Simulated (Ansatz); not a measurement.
Z-matrix (Å, degrees):
```
P
F 1 1.572
F 1 1.572 2 97.6
F 1 1.572 2 97.6 3 98.7
```

The species carries charge 0 and has multiplicity 1.

Q: List the PBE0/def2-TZVPP orbital energies in eV (the Gaussian-basis code of Ansatz). (Best estimate.)

A: Ansatz gave: Occupied: -2105.20, -675.16, -675.16, -675.16, -183.52, -132.83, -132.83, -132.64, -35.84, -34.43, -34.43, -18.99, -15.94, -15.94, -15.04, -13.98, -13.98, -12.88, -12.88, -12.49, -9.17. Lowest empty: -0.15, -0.15, 2.91, 6.24, 6.29, 6.29, 6.96, 9.94.
